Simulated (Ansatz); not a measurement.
The input, for Ansatz 0.2.0:

```yaml
crystal:
  periodic: [false, false, false]
  atoms:
    - {symbol: Si, position_ang: [0.000000, 0.000000, 0.000000]}
    - {symbol: N, position_ang: [0.000000, 0.000000, 1.417000]}
basis:
  gaussian: {orbitals: 6-31G, point_charges: [{charge: -0.50, position_ang: [4.492, -0.667, 0.358]}]}
total_charge: 1
magnetization: {spin_polarized: true, initial_magnetization: 2}
correlation: {method: bccd, electrons: outside_noble_gas}
accuracy: high
scf: {omitted_lower_state_checks: [cluster_reference]}
```

```sh
$ ansatz run in.yaml --threads 1 --pin off --events-out ev --progress --plain --max-ram 2393MiB
```

Output:

```
these checks for a lower state are left out or cut short: cluster_reference
469 factors; integrals over basis functions are off by at most 3.3e-9 eV
mean field evaluation 1: about -9320.8198 eV, gradient 3.7e1 eV
mean field evaluation 2: about -9320.9494 eV, gradient 3.6e1 eV
mean field evaluation 4: about -9328.6859 eV, gradient 3.0e0 eV
mean field evaluation 8: about -9329.5185 eV, gradient 5.2e-1 eV
mean field evaluation 16: about -9329.5408 eV, gradient 2.3e-3 eV
mean field evaluation 32: about -9329.5138 eV, gradient 6.9e-1 eV
mean field evaluation 64: about -9329.5006 eV, gradient 9.0e-4 eV
mean field evaluation 96: about -9320.4046 eV, gradient 1.8e1 eV
mean field evaluation 128: about -9329.4814 eV, gradient 6.8e-2 eV
mean field evaluation 160: about -9329.5408 eV, gradient 5.5e-5 eV
mean field -9329.54075129 eV, -342.8542988202 hartree, gradient 2.1e-8 eV, S^2 2.050713; 11 other end points of the search recorded, 0 dependent functions left out
6 core orbitals not correlated: weight in the atoms' cores, before any rotation towards them, 1.000 or more for the frozen orbitals, at most 0.000 for the correlated occupied ones
reference -9329.54075129 eV, -342.8542988202 hartree; 5, 3 occupied and 11, 13 virtual orbitals, 469 factors
second order -2.48554921 eV of doubles, -0.00000000 eV of singles
...
cycle  26  -3.30656300 eV  change   -3.5e-8 eV  update   6.0e-8
cycle  27  -3.30656296 eV  change    3.8e-8 eV  update   3.0e-8
cycle  28  -3.30656294 eV  change    1.8e-8 eV  update   1.3e-8
cycle  29  -3.30656293 eV  change    8.2e-9 eV  update   7.1e-9
cycle  30  -3.30656293 eV  change    6.6e-9 eV  update   4.8e-9
cycle  31  -3.30656293 eV  change  -9.7e-10 eV  update   3.5e-9
cycle  32  -3.30656293 eV  change  -8.0e-11 eV  update   2.7e-9
cycle  33  -3.30656293 eV  change   1.4e-10 eV  update   1.8e-9
cycle  34  -3.30656293 eV  change   1.3e-10 eV  update   1.2e-9
cycle  35  -3.30656293 eV  change  -1.8e-10 eV  update  7.4e-10
WARN: the results are in doubt because among natural orbitals full CI differs from the method by -0.145 eV
Total energy: -9332.84731422 eV, -342.9758127666 hartree
In doubt: among natural orbitals full CI differs from the method by -0.145 eV
Checks for a lower state left out: cluster_reference
```

The singles that turn the determinant into the Brueckner one have T1 = 0.091.

Ran on 1 thread of Arm Neoverse V1, shared host: 0.9 s wall, 0.08 GiB peak host memory.
